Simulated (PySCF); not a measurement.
Hydrogen isocyanide, CHN.
Geometry (GFN2-xTB, Å), atoms numbered from 1 in this order:
```xyz
3
CHN angstrom
C      1.0615    0.3892   -0.0061
N     -0.0475    0.0542   -0.0041
H     -1.0025   -0.2341   -0.0024
```

The closed-shell SCF was solved with PySCF and density fitting under several settings on one GFN2-xTB geometry (grid level 2 and gas phase unless stated).

```json
{"settings": "PBE0/pcSseg-1", "basis functions": "39", "SCF cycles": "12", "E (Eh)": "-93.2784", "HOMO (eV)": "-9.06", "LUMO (eV)": "0.71", "dipole (D)": "3.00"}
{"settings": "wB97X-D/def2-SVPD", "basis functions": "48", "SCF cycles": "12", "E (Eh)": "-93.2986", "HOMO (eV)": "-11.06", "LUMO (eV)": "2.38", "dipole (D)": "3.15"}
{"settings": "B97-2/pcSseg-2, IEF-PCM methanol", "basis functions": "86", "SCF cycles": "11", "E (Eh)": "-93.4111", "HOMO (eV)": "-9.13", "LUMO (eV)": "0.28", "dipole (D)": "3.83"}
{"settings": "PBE0/IGLO-II, start guess atom, fitting basis def2-qzvpp-jkfit", "basis functions": "50", "SCF cycles": "8", "E (Eh)": "-93.3108", "HOMO (eV)": "-9.04", "LUMO (eV)": "0.63", "dipole (D)": "3.07"}
{"settings": "PW91/pcSseg-1, grid level 4", "basis functions": "39", "SCF cycles": "12", "E (Eh)": "-93.3562", "HOMO (eV)": "-7.42", "LUMO (eV)": "-0.54", "dipole (D)": "3.04"}
```

Q: Estimate the rows for these settings: (1) KT2/def2-QZVP; (2) PBE0/Sadlej pVTZ, grid level 3.

A: 
| settings | basis functions | SCF cycles | E (Eh) | HOMO (eV) | LUMO (eV) | dipole (D) |
| --- | --- | --- | --- | --- | --- | --- |
| KT2/def2-QZVP | 144 | 13 | -95.0205 | -7.77 | -0.65 | 2.99 |
| PBE0/Sadlej pVTZ, grid level 3 | 57 | 12 | -93.3046 | -9.17 | -0.17 | 3.11 |

Q: Over all rows, what range does the HOMO–LUMO gap span?

A: From 6.88 eV (PW91/pcSseg-1, grid level 4) to 13.44 eV (wB97X-D/def2-SVPD). The functional of the narrowest has no exact exchange, that of the widest range-separated exact exchange.

Q: And the dipole moment?

A: From 2.99 D (KT2/def2-QZVP) to 3.83 D (B97-2/pcSseg-2, IEF-PCM methanol); the largest is 1.28 times the smallest, and the median is 3.07 D.

Q: Compare two rows with the functional PBE0: PBE0/pcSseg-1 and PBE0/IGLO-II, start guess atom, fitting basis def2-qzvpp-jkfit. Which energy is lower, and by how much?

A: PBE0/IGLO-II, start guess atom, fitting basis def2-qzvpp-jkfit (50 functions) lies 0.0324 Eh or 20 kcal/mol below PBE0/pcSseg-1 (39 functions).

wB97X-D ran without the empirical dispersion term, which would shift the total energy alone. Cycle counts include a coarse-grid stage where the run had one. KT2 was designed for NMR shieldings or shifts; total energies of different functionals aren't comparable. Geometry: GFN2-xTB; no vibrations or thermal averaging.
